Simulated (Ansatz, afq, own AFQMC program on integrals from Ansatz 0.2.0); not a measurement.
**CH3Si⁺, singlet in cc-pVDZ, levels against CCSDTQ**

```
atom    x (Å)    y (Å)    z (Å)
  Si  -0.0027   0.0000   0.4927
   C   0.0237   0.0000  -1.3968
   H   0.6305  -1.2164   1.0698
   H   0.6307   1.2163   1.0698
   H  -1.4681   0.0001   0.7752
```

Connectivity, by distances: SiH3–C.

Basis cc-pVDZ. Only valence electrons are correlated. Ansatz 0.2.0 and our own AFQMC program on the same integrals; the CISD trial comes from CCSD amplitudes, and released means the phaseless constraint is let go. Uncertainties: one standard error, sampling alone.

Determinant: RHF, the one that the program's search chose, which needn't be the lowest solution. The geometry is a PBE0/def2-TZVP stationary point of this or a neighbouring charge and spin state.

No full CI on the walks' own integrals is used here; CCSDTQ serves as the reference and is uncertain by about the last step of the cluster series.

Cautions: restricted determinant unstable towards unrestricted (UHF 578 meV lower, ⟨S²⟩ 0.77); strong correlation (T1 0.035, weight of the determinant 0.84, largest double 0.09).

```
T1 diagnostic                               : 0.0350
weight of the determinant in the CISD state : 0.837
size of the correlated space                : 10 electrons in 41 orbitals
```

```csv
level,correlation energy (eV)
MP2,-4.5630
CCSD,-6.0621
CCSD(T),-6.2589
```

Task: Estimate where AFQMC with the constraint released lies against CCSD(T) on the same integrals.

Result: 1.86 ± 0.19 kcal/mol below CCSD(T).

Reference: CCSDTQ, correlation energy -6.330 eV. The released energy is read at 2.40 1/Eh (meV from the phaseless value at times in 1/Eh: -15 ± 5 at 0.24, -19 ± 5 at 0.51, -28 ± 8 at 0.99, -32 ± 7 at 1.62, -28 ± 8 at 2.40).

| level | E − E(reference) (kcal/mol) | share of correlation (%) |
| --- | --- | --- |
| CCSD(T) | 1.64 | 98.87 |
| CCSDT | 0.37 | 99.75 |
| CCSDT(Q) | -0.06 | 100.04 |
| ph-AFQMC/CISD | 0.43 ± 0.11 | 99.70 |
| released AFQMC | -0.22 ± 0.19 | 100.15 |

CCSDT and higher add their correlation energy to the determinant of the CCSD(T) run, since their own runs factorise the integrals more tightly (a shift of under 2 meV). A walk keeps the symmetry of its determinant, which the program's search chose and which needn't be the lowest solution, so a lower state of the same spin and another symmetry isn't excluded. Released energies are given only where the last usable release times agree within the noise; a slower fall can still hide under it.
